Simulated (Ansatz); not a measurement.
**CH₃OS− (SMILES CS[O-]): one structure at several levels**

The atoms stand at a structure displaced at random from a GFN2-xTB minimum. How far do the functionals agree with CCSD(T) there?

Computed with Ansatz 0.2.0, Gaussian basis. Level: single points in def2-TZVPPD.

Cores are frozen in the correlated methods.

## (1) Starting geometry

6 atoms, charge -1, spin multiplicity 1.

Atoms are counted from 1 here; the program's logs count them from 0.

Bond lengths: C1–S2 1.858 Å, C1–H4 0.984 Å, C1–H6 0.982 Å, S2–O3 1.653 Å. Angles: S2–C1–H4 110.2°, S2–C1–H6 108.5°, H4–C1–H6 114.2°, C1–S2–O3 116.5°.

Coordinates:

```
C    -0.4137    0.3552   -0.2305
S     0.0689   -1.2658    0.5394
O     1.5901   -1.3528    1.1800
H    -0.5503    1.0362    0.4669
H     0.7879    0.6098   -1.0248
H    -1.1944    0.2065   -0.8067
```

## (2) CCSD(T)/def2-TZVPPD

run/in.yaml reads:

```yaml
crystal:
  periodic: [false, false, false]
  atoms:
    - {symbol: C, position_ang: [-0.413700, 0.355200, -0.230500]}
    - {symbol: S, position_ang: [0.068900, -1.265800, 0.539400]}
    - {symbol: O, position_ang: [1.590100, -1.352800, 1.180000]}
    - {symbol: H, position_ang: [-0.550300, 1.036200, 0.466900]}
    - {symbol: H, position_ang: [0.787900, 0.609800, -1.024800]}
    - {symbol: H, position_ang: [-1.194400, 0.206500, -0.806700]}
basis:
  gaussian: {orbitals: "def2-TZVPPD.json"}
total_charge: -1
correlation: {method: ccsd_t}
output: {forces: true}
```

The basis file named in the input lies beside it (Basis Set Exchange, JSON).

No record of the launch command was kept for these runs.

## (3) PBE0-D4/def2-TZVPPD

Changes to run/in.yaml since step 2:

```diff
@@ -12,3 +12,3 @@
 total_charge: -1
-correlation: {method: ccsd_t}
-output: {forces: true}
+hamiltonian: {xc: pbe0, dispersion: d4}
+output: {forces: true, orbitals: {seedname: orbitals}}
```

## (4) wB97M-V/def2-TZVPPD

Changes to run/in.yaml since step 3:

```diff
@@ -12,3 +12,3 @@
 total_charge: -1
-hamiltonian: {xc: pbe0, dispersion: d4}
-output: {forces: true, orbitals: {seedname: orbitals}}
+hamiltonian: {xc: {name: wB97M-V}}
+output: {forces: true}
```

## (5) r2SCAN-D4/def2-TZVPPD

Changes to run/in.yaml since step 4:

```diff
@@ -12,3 +12,3 @@
 total_charge: -1
-hamiltonian: {xc: {name: wB97M-V}}
+hamiltonian: {xc: r2scan, dispersion: d4}
 output: {forces: true}
```

## (6) PBE-D4/def2-TZVPPD

Changes to run/in.yaml since step 5:

```diff
@@ -12,3 +12,3 @@
 total_charge: -1
-hamiltonian: {xc: r2scan, dispersion: d4}
+hamiltonian: {xc: pbe, dispersion: d4}
 output: {forces: true}
```

## (7) r2SCANh-D4/def2-TZVPPD

Changes to run/in.yaml since step 6:

```diff
@@ -12,3 +12,3 @@
 total_charge: -1
-hamiltonian: {xc: pbe, dispersion: d4}
+hamiltonian: {xc: {name: r2SCANh}, dispersion: d4}
 output: {forces: true}
```

## (8) LC-wPBE/def2-TZVPPD

Changes to run/in.yaml since step 7:

```diff
@@ -12,3 +12,3 @@
 total_charge: -1
-hamiltonian: {xc: {name: r2SCANh}, dispersion: d4}
+hamiltonian: {xc: {name: LC-wPBE}}
 output: {forces: true}
```

(Steps that only read results are left out.)

Q: Predict the outcome of this session. Wanted: RMS force component; RMS force error; HOMO and LUMO, PBE0-D4; T1 diagnostic.

The runs gave:

| quantity | value |
| --- | --- |
| RMS force component | 2.922 to 3.180 eV/Å over the methods |
| RMS force error | PBE0-D4 0.220, wB97M-V 0.171, r2SCAN-D4 0.146, PBE-D4 0.157, r2SCANh-D4 0.191, LC-wPBE 0.348 eV/Å |
| HOMO and LUMO, PBE0-D4 | 0.73 and 3.92 eV |
| T1 diagnostic | 0.021 |

In words: For forces r2SCAN-D4 does best and LC-wPBE worst. Frozen-core CCSD(T) forces in triple zeta carry basis errors of their own, and this is one geometry, so small gaps rank nothing.
